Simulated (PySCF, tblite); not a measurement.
# C4H7NO: tautomers, NMR shifts, part 2 of 2

tblite 0.8.0 and PySCF 2.14.0. Atoms count from 0.

## Step 13: NMR shifts: GIAO PBE0/pcSseg-1

Job settings and geometry (Å):

```
{"job": {"kind": "nmr", "xc": "PBE0", "basis": "pcSseg-1", "pop": false}, "charge": 0, "multiplicity": 1}
O      2.438094    -0.515898     1.296386
C      2.212899    -0.272840     0.137728
N      0.995813    -0.053337    -0.393952
C     -0.201243    -0.075105     0.384660
C     -1.478974    -0.548253    -0.236787
C     -1.294515     0.906686     0.090440
H      3.010141    -0.205424    -0.627130
H      0.900135     0.146570    -1.377052
H      0.021528    -0.331070     1.411772
H     -2.156975    -1.132789     0.364460
H     -1.460451    -0.838690    -1.276682
H     -1.843406     1.325080     0.918911
H     -1.151823     1.596043    -0.728210
```

Method: GIAO PBE0/pcSseg-1 NMR shielding, non-relativistic, gas phase.

Log:

```text
coarse grid: 10832 points
cycle   1  E = -286.0420689393  dE =  1.101e+00  |g| = 8.292e-01  |ddm| = 3.147e+00
cycle   2  E = -285.4936122565  dE =  5.485e-01  |g| = 1.837e+00  |ddm| = 2.391e+00
cycle   3  E = -286.1771221647  dE = -6.835e-01  |g| = 1.686e-01  |ddm| = 1.882e+00
cycle   4  E = -286.1819967465  dE = -4.875e-03  |g| = 9.117e-02  |ddm| = 1.854e-01
cycle   5  E = -286.1837265029  dE = -1.730e-03  |g| = 1.765e-02  |ddm| = 6.886e-02
cycle   6  E = -286.1837876558  dE = -6.115e-05  |g| = 6.086e-03  |ddm| = 1.462e-02
cycle   7  E = -286.1837952566  dE = -7.601e-06  |g| = 1.397e-03  |ddm| = 4.626e-03
final grid: 104640 points
cycle   8  E = -286.2277849660  dE = -1.890e-05  |g| = 1.234e-02  |ddm| = 2.928e-02
cycle   9  E = -286.2277092967  dE =  7.567e-05  |g| = 2.332e-02  |ddm| = 2.473e-02
cycle  10  E = -286.2278150747  dE = -1.058e-04  |g| = 2.516e-03  |ddm| = 1.733e-02
cycle  11  E = -286.2278164513  dE = -1.377e-06  |g| = 1.999e-04  |ddm| = 1.916e-03
cycle  12  E = -286.2278164593  dE = -7.980e-09  |g| = 1.043e-04  |ddm| = 3.046e-04
cycle  13  E = -286.2278164617  dE = -2.429e-09  |g| = 1.719e-05  |ddm| = 9.191e-05
cycle  14  E = -286.2278164618  dE = -5.957e-11  |g| = 3.927e-06  |ddm| = 1.781e-05
converged SCF energy = -286.2278164618

GIAO shielding tensors (ppm)
atom      isotropic    diamagn.    paramagn.     s11        s22        s33       span
  0 O      -77.622     400.999    -478.621   -386.141   -186.523    339.798    725.939
  1 C       26.888     243.293    -216.405    -68.318     54.539     94.443    162.761
  2 N      118.907     328.027    -209.120     25.372    127.219    204.129    178.757
  3 C      163.506     245.545     -82.039    118.398    161.586    210.534     92.136
  4 C      179.484     252.357     -72.873    149.944    174.670    213.839     63.896
  5 C      179.192     252.234     -73.042    149.178    174.431    213.967     64.788
  6 H       23.501      25.793      -2.293     19.589     23.105     27.808      8.220
  7 H       28.080      34.910      -6.830     23.174     29.025     32.042      8.868
  8 H       27.782      31.760      -3.978     20.817     27.527     35.004     14.187
  9 H       30.921      30.601       0.320     25.076     26.809     40.878     15.801
 10 H       31.469      31.586      -0.117     26.152     28.803     39.453     13.302
 11 H       30.940      30.649       0.291     25.121     26.819     40.880     15.759
 12 H       31.479      31.570      -0.091     26.168     28.807     39.461     13.292
```

Run time: 7.8 s. Hardware: 1 thread of Intel Xeon 6975P-C, shared host; peak memory 0.73 GiB.

Shifts follow as δ = σ(reference) − σ, with reference shieldings (ppm) from runs at the same level and on the same kind of geometry: 1H TMS 31.72, 13C TMS 186.9, 15N NH3 267.7, 17O H2O 336.1. The references are single molecules in the gas phase, so shifts against H2O, NH3, PH3, H3PO4 or CFCl3 are not on the usual liquid scales and can be off by tens of ppm. Atoms listed in one row are averaged.

```csv
atoms,environment,σ (ppm),δ (ppm),δ scaled to CDCl3
C1,amide carbonyl carbon,26.9,160.0,154.3
C3,three-membered-ring carbon,163.5,23.4,20.9
"C4, C5",three-membered-ring carbon,179.3,7.6,5.5
H6,hydrogen on an amide carbonyl carbon,23.50,8.22,7.85
H8,hydrogen on a three-membered-ring carbon,27.78,3.93,3.81
H7,hydrogen on an amide-type nitrogen,28.08,3.64,–
"H9, H11",hydrogen on a three-membered-ring carbon,30.93,0.79,0.85
"H10, H12",hydrogen on a three-membered-ring carbon,31.47,0.24,0.33
O0,amide-type carbonyl oxygen,-77.6,413.7,–
N2,amide-type nitrogen,118.9,148.8,–
```

The scaled column applies a straight-line fit of computed shieldings to shifts measured in CDCl3 (root-mean-square error 0.16 ppm for H, 1.9 ppm for C).

Ring of atoms C3, C4, C5: NICS(0) -40.9, NICS(1) -8.1, NICS(1)zz -21.1 ppm (means of both faces).

In rings of three or four atoms NICS is ruled by the nearby σ bonds, so it says little on aromaticity.

## Step 14: NMR shifts (C₄H₇NO, O/C=N/C1CC1): GIAO PBE0/pcSseg-1

Job settings and geometry (Å):

```
{"job": {"kind": "nmr", "xc": "PBE0", "basis": "pcSseg-1", "pop": false}, "charge": 0, "multiplicity": 1}
O      2.860623    -0.810345    -0.924231
C      1.890248     0.007293    -0.517774
N      0.729912    -0.410503    -0.276980
C     -0.279645     0.468734     0.154649
C     -1.683436     0.171517    -0.298658
C     -1.294555    -0.079118     1.121481
H      2.501086    -1.708182    -0.984454
H      2.238538     1.042915    -0.430523
H      0.008069     1.516586     0.261860
H     -1.817907    -0.683876    -0.941042
H     -2.328288     1.006687    -0.523550
H     -1.167928    -1.102925     1.434748
H     -1.665491     0.582191     1.889019
```

Method: GIAO PBE0/pcSseg-1 NMR shielding, non-relativistic, gas phase.

Log:

```text
coarse grid: 10832 points
cycle   1  E = -286.0869173110  dE =  1.030e+00  |g| = 6.239e-01  |ddm| = 3.154e+00
cycle   2  E = -286.0268600628  dE =  6.006e-02  |g| = 8.515e-01  |ddm| = 9.737e-01
cycle   3  E = -286.1646236294  dE = -1.378e-01  |g| = 8.023e-02  |ddm| = 5.832e-01
cycle   4  E = -286.1654290924  dE = -8.055e-04  |g| = 5.352e-02  |ddm| = 8.664e-02
cycle   5  E = -286.1659881680  dE = -5.591e-04  |g| = 1.377e-02  |ddm| = 4.539e-02
cycle   6  E = -286.1660271462  dE = -3.898e-05  |g| = 2.909e-03  |ddm| = 1.186e-02
cycle   7  E = -286.1660289321  dE = -1.786e-06  |g| = 5.003e-04  |ddm| = 2.635e-03
final grid: 104640 points
cycle   8  E = -286.2106562972  dE = -2.946e-05  |g| = 9.558e-03  |ddm| = 2.586e-02
cycle   9  E = -286.2106258801  dE =  3.042e-05  |g| = 1.549e-02  |ddm| = 1.817e-02
cycle  10  E = -286.2106748938  dE = -4.901e-05  |g| = 2.450e-03  |ddm| = 1.219e-02
cycle  11  E = -286.2106761791  dE = -1.285e-06  |g| = 2.953e-04  |ddm| = 1.733e-03
cycle  12  E = -286.2106761922  dE = -1.312e-08  |g| = 1.358e-04  |ddm| = 3.006e-04
cycle  13  E = -286.2106761957  dE = -3.547e-09  |g| = 2.165e-05  |ddm| = 1.193e-04
cycle  14  E = -286.2106761958  dE = -8.117e-11  |g| = 9.175e-06  |ddm| = 2.239e-05
converged SCF energy = -286.2106761958

GIAO shielding tensors (ppm)
atom      isotropic    diamagn.    paramagn.     s11        s22        s33       span
  0 O      181.680     389.255    -207.575     80.363    197.031    267.647    187.284
  1 C       32.074     252.551    -220.477    -77.188     84.835     88.574    165.762
  2 N      -15.881     330.107    -345.988   -240.298      3.960    188.695    428.993
  3 C      151.647     245.403     -93.756    113.947    129.300    211.693     97.745
  4 C      176.355     252.309     -75.955    145.103    175.988    207.973     62.869
  5 C      176.348     252.296     -75.948    145.079    175.938    208.026     62.947
  6 H       26.408      32.553      -6.145     21.924     23.739     33.561     11.636
  7 H       24.039      29.607      -5.568     22.145     22.278     27.694      5.548
  8 H       29.076      31.697      -2.621     23.317     28.103     35.807     12.490
  9 H       31.063      31.166      -0.104     25.646     28.156     39.386     13.740
 10 H       31.017      30.720       0.296     25.609     27.014     40.427     14.818
 11 H       31.066      31.172      -0.106     25.652     28.159     39.387     13.735
 12 H       31.021      30.729       0.292     25.611     27.021     40.432     14.820
```

Run time: 7.8 s. Hardware: 1 thread of Intel Xeon 6975P-C, shared host; peak memory 0.73 GiB.

Shifts follow as δ = σ(reference) − σ, with reference shieldings (ppm) from runs at the same level and on the same kind of geometry: 1H TMS 31.72, 13C TMS 186.9, 15N NH3 267.7, 17O H2O 336.1. The references are single molecules in the gas phase, so shifts against H2O, NH3, PH3, H3PO4 or CFCl3 are not on the usual liquid scales and can be off by tens of ppm. Atoms listed in one row are averaged.

```csv
atoms,environment,σ (ppm),δ (ppm),δ scaled to CDCl3
C1,C=N carbon,32.1,154.9,149.2
C3,three-membered-ring carbon,151.6,35.3,32.5
"C4, C5",three-membered-ring carbon,176.4,10.6,8.4
H7,hydrogen on a C=N carbon,24.04,7.68,7.34
H6,hydrogen on an oxygen bonded to C,26.41,5.31,–
H8,hydrogen on a three-membered-ring carbon,29.08,2.64,2.60
"H10, H12",hydrogen on a three-membered-ring carbon,31.02,0.70,0.76
"H9, H11",hydrogen on a three-membered-ring carbon,31.06,0.65,0.72
O0,"oxygen bonded to C, H",181.7,154.4,–
N2,imine nitrogen,-15.9,283.6,–
```

The scaled column applies a straight-line fit of computed shieldings to shifts measured in CDCl3 (root-mean-square error 0.16 ppm for H, 1.9 ppm for C).

Ring of atoms C3, C4, C5: NICS(0) -41.3, NICS(1) -7.9, NICS(1)zz -21.7 ppm (means of both faces).

In rings of three or four atoms NICS is ruled by the nearby σ bonds, so it says little on aromaticity.

## Step 15: Spectra of the species

Job settings and geometry (Å):

```
{"job": {"kind": "ta", "tautomers": ["OC=NC1CC1"], "level": {"xc": "M06-2X", "basis": "def2-TZVP", "grid": 3, "solvents": ["acetonitrile", "ethanol"]}, "spectra": true}, "charge": 0, "multiplicity": 1}
O      2.438094    -0.515898     1.296386
C      2.212899    -0.272840     0.137728
N      0.995813    -0.053337    -0.393952
C     -0.201243    -0.075105     0.384660
C     -1.478974    -0.548253    -0.236787
C     -1.294515     0.906686     0.090440
H      3.010141    -0.205424    -0.627130
H      0.900135     0.146570    -1.377052
H      0.021528    -0.331070     1.411772
H     -2.156975    -1.132789     0.364460
H     -1.460451    -0.838690    -1.276682
H     -1.843406     1.325080     0.918911
H     -1.151823     1.596043    -0.728210
```

Log:

```text
nmr O=CNC1CC1 +0: GIAO PBE0/pcSseg-1 NMR shielding, non-relativistic, gas phase
nmr O/C=N/C1CC1 +0: GIAO PBE0/pcSseg-1 NMR shielding, non-relativistic, gas phase
```

Wall time 16 s (1 thread of Intel Xeon 6975P-C, shared host); peak memory 0.73 GiB.

This step only lists the spectra that were run on the species above.

## Step 16: Results

This closing draws on all 2 parts.

| quantity | value |
| --- | --- |
| strongest single infrared mode (GFN2-xTB) | 1769 cm⁻¹, 659 km/mol |
| zero-point energy (GFN2-xTB) | 66.3 kcal/mol |
| ΔH above the first form, form 0 (M06-2X/def2-TZVP) | 0.0 kJ/mol |
| ΔH above the first form, form 1 (M06-2X/def2-TZVP) | 33.8 kJ/mol |
| 13C shifts against TMS (PBE0/pcSseg-1, means over atoms taken as alike) | 160.0, 23.4, 7.6 ppm |
| 1H shifts against TMS (PBE0/pcSseg-1, means over atoms taken as alike) | 8.22, 3.93, 3.64, 0.79, 0.24 ppm |
| 17O shifts against H2O (PBE0/pcSseg-1) | 413.7 ppm |
| 15N shifts against NH3 (PBE0/pcSseg-1) | 148.8 ppm |

No mode is imaginary among the 33: a minimum at this level. The strongest single mode, at 1769 cm⁻¹, moves mainly C1 and O0. Unscaled tight-binding wavenumbers are off by several per cent, some by more. Its intensities can rank the bands wrongly. At M06-2X/def2-TZVP the ΔH above the first form runs from 0.0 kJ/mol (form 0) to 33.8 kJ/mol (form 1). At PBE0/pcSseg-1: Shielding is most anisotropic at O0 (span 726 ppm, paramagnetic term -479 ppm).
